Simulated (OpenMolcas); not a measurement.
How methods differ on BCl (SMILES [B]Cl)

BCl has 2 atoms, charge 0, and is taken as a singlet. SMILES: `[B]Cl`. The coordinates come from a PBE0-D4/def2-TZVP relaxation.

| atom | x (Å) | y (Å) | z (Å) |
| --- | --- | --- | --- |
| B | 0.0000 | 0.0000 | -0.0697 |
| Cl | 0.0000 | 0.0000 | 1.6482 |

Quantity: the energy change with the B1–Cl2 bond stretched from 1.718 to 2.762 Å, in eV. The values are calculated.

```tsv
level	kind	program	value (eV)	less FCI/STO-3G	CPU time (all runs)
HF/STO-3G (restricted)	Hartree–Fock	OpenMolcas	3.82	+0.56	3.6 s
PBE/STO-3G (restricted)	GGA	OpenMolcas	3.02	-0.24	7.1 s
r2SCAN/STO-3G (restricted)	meta-GGA	OpenMolcas	3.19	-0.07	8.7 s
PBE0/STO-3G (restricted)	global hybrid	OpenMolcas	3.40	+0.14	7 s
B2PLYP/STO-3G (restricted)	double hybrid	OpenMolcas	3.33	+0.07	7.5 s
MP2/STO-3G (restricted)	perturbation theory	OpenMolcas	3.61	+0.35	4.5 s
CASSCF(2,2)/STO-3G	multireference	OpenMolcas	3.75	+0.49	4.2 s
SC-NEVPT2(2,2)/STO-3G	multireference	OpenMolcas	3.63	+0.37	5 s
ACPF/STO-3G (restricted)	coupled cluster or CI	OpenMolcas	3.19	-0.07	5 s
FCI/STO-3G	exact in the basis	OpenMolcas	3.26	0.00	4.7 s
```

FCI/STO-3G is exact within its basis and frozen core, so for wave-function methods in that basis the difference is their error; functionals converge differently with the basis, so for them it is only a difference. Spin-restricted single references rise too steeply as a bond breaks, Hartree–Fock most of all. The first shape isn't each level's own minimum. The values span 3.02 to 3.82 eV. All rows use very small basis sets, so even the best lies far from the true value. Times are those of the runs behind each value, whatever else they computed, on shared processors of several kinds: orders of magnitude only.
